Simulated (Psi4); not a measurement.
# A workflow on NO+ (nitrosonium), part 1 of 2

Wanted: a structure relaxation (singlet NO+, B3LYP/def2-SVP), then a single-point energy (doublet [NO]2+, UB3LYP/def2-SVP), then a geometry optimisation (doublet [NO]2+, UB3LYP/def2-SVP), then the energy (singlet NO+, B3LYP/def2-SVP) of NO. 

The calculation is run with Psi4 1.11.

**1. Starting point**

The species is NO+ (2 atoms), meant as a singlet with charge +1. As SMILES, `N#[O+]`. The bond length is the measured one. The run starts from this shape.

Bond lengths: N1–O2 1.063 Å.

**2. A geometry optimisation at B3LYP/def2-SVP (density fitting) (run 1)**

File no.in:

```
memory 1600 MB

molecule {
  1 1
  N
  O 1 1.06322
}

set basis def2-SVP
set reference rks

opt('b3lyp')
print_variables()
```

Launch:

```bash
psi4 no.in no.out -n 1
```

no.out, cut to the lines that bear on the results:

```text
[...]
  Running in c2v symmetry.
[...]
  Nuclear repulsion =   27.871864522413055
[...]
  Multiplicity = 1
[...]
  Nalpha       = 7
  Nbeta        = 7
[...]
    Number of basis functions: 28
[...]
   @DF-RKS iter   1:  -129.42207917148991    2.18318e-01   8.50949e-03 ADIIS/DIIS
[...]
   @DF-RKS iter   6:  -129.43078610163090    8.52651e-14   1.85687e-09 DIIS
[...]
    Orbital Energies [Eh]
    ---------------------
    Doubly Occupied:
       1A1   -19.783223     2A1   -14.977095     3A1    -1.779541
       4A1    -1.087905     1B2    -0.994542     1B1    -0.994542
       5A1    -0.920582
[...]
  @DF-RKS Final Energy:  -129.43078610163090
   => Energetics <=
    Nuclear Repulsion Energy =             27.8495761566900590
    One-Electron Energy =                -224.7856959254621643
    Two-Electron Energy =                  79.6069784706123613
    DFT Exchange-Correlation Energy =     -12.1016448034711637
    Empirical Dispersion Energy =           0.0000000000000000
    VV10 Nonlocal Energy =                  0.0000000000000000
    Total Energy =                       -129.4307861016309005
[...]
 Multipole Moments:
 ------------------------------------------------------------------------------------
     Multipole            Electronic (a.u.)      Nuclear  (a.u.)        Total (a.u.)
 ------------------------------------------------------------------------------------
 L = 1.  Multiply by 2.5417464519 to convert [e a0] to [Debye]
 Dipole X            :          0.0000000            0.0000000            0.0000000
 Dipole Y            :          0.0000000            0.0000000            0.0000000
 Dipole Z            :         -0.1705499            0.0040346           -0.1665153
 Magnitude           :                                                    0.1665153
[...]
  -Total Gradient:
     Atom            X                  Y                   Z
    ------   -----------------  -----------------  -----------------
       1        0.000000000000     0.000000000000    -0.000000035518
       2        0.000000000000    -0.000000000000    -0.000003341519
[...]
    Final optimized geometry and variables:
    Molecular point group: c2v
    Full point group: C_inf_v
    Geometry (in Angstrom), charge = 1, multiplicity = 1:
    N
    O             1    1.064071
  Variable Map:
  ----------------------------------------------------------------------------
  "CURRENT ENERGY"              =>    -129.430786101631
  "CURRENT REFERENCE ENERGY"    =>    -129.430786101631
  "DD SOLVATION ENERGY"         =>       0.000000000000
  "DFT FUNCTIONAL TOTAL ENERGY" =>    -129.430786101631
  "DFT TOTAL ENERGY"            =>    -129.430786101631
  "DFT VV10 ENERGY"             =>       0.000000000000
[...]
```

Standard output:

```text
Optimizer: Optimization complete!
```

Wall time 3.6 s (1 thread of Intel Xeon 6975P-C (Granite Rapids), shared host); peak memory 0.25 GiB.

Steps, from the record of the run:

```tsv
step	energy from the first frame kept (eV)	largest force (eV/Å)
0	0.0000	0.1501
1	-0.0001	0.0262
2	-0.0001	0.0002
```

**3. Doublet [NO]2+: the energy at UB3LYP/def2-SVP (density fitting) (run 2)**

File calc.in:

```
memory 1600 MB

molecule geom {
  2 2
  N
  O 1 1.064071
  symmetry c1
}

set basis def2-SVP
set reference uks

energy_value = energy('b3lyp')
print_variables()
```

Launch:

```bash
psi4 -n 1 calc.in calc.out
```

calc.out, cut to the lines that bear on the results:

```text
[...]
  Running in c1 symmetry.
[...]
  Nuclear repulsion =   27.849573757315067
[...]
  Multiplicity = 2
[...]
  Nalpha       = 7
  Nbeta        = 6
[...]
    Number of basis functions: 28
[...]
   @DF-UKS iter   1:  -128.24609336455435    1.39219e+00   1.56633e-02 ADIIS/DIIS
[...]
   @DF-UKS iter  10:  -128.34268162014328   -1.19670e-08   1.77505e-07 DIIS
[...]
   @S^2 Observed:                7.743758275E-01
[...]
    Orbital Energies [Eh]
    ---------------------
    Alpha Occupied:
       1A    -20.309786     2A    -15.582781     3A     -2.266530
       4A     -1.588611     5A     -1.468962     6A     -1.463323
       7A     -1.463323
    Alpha Virtual:
       8A     -0.993647     9A     -0.993647    10A     -0.408681
      11A     -0.223380    12A     -0.109938    13A     -0.109938
      14A     -0.091841    15A      0.101826    16A      0.180026
      17A      0.180026    18A      0.505898    19A      0.973392
      20A      0.973392    21A      1.013586    22A      1.013586
      23A      1.737227    24A      1.737227    25A      1.871924
[...]
  @DF-UKS Final Energy:  -128.34268162014328
   => Energetics <=
    Nuclear Repulsion Energy =             27.8495737573150670
    One-Electron Energy =                -217.2953793951526222
    Two-Electron Energy =                  72.8159114228363364
    DFT Exchange-Correlation Energy =     -11.7127874051420644
    Empirical Dispersion Energy =           0.0000000000000000
    VV10 Nonlocal Energy =                  0.0000000000000000
    Total Energy =                       -128.3426816201432814
[...]
 Multipole Moments:
 ------------------------------------------------------------------------------------
     Multipole            Electronic (a.u.)      Nuclear  (a.u.)        Total (a.u.)
 ------------------------------------------------------------------------------------
 L = 1.  Multiply by 2.5417464519 to convert [e a0] to [Debye]
 Dipole X            :         -0.0000000            0.0000000           -0.0000000
 Dipole Y            :          0.0000000            0.0000000            0.0000000
 Dipole Z            :         -0.8103816            0.0040346           -0.8063470
 Magnitude           :                                                    0.8063470
[...]
```

Wall time 2.2 s (1 thread of Intel Xeon 6975P-C (Granite Rapids), shared host); peak memory 0.23 GiB.

(Continued in part 2 of 2.)
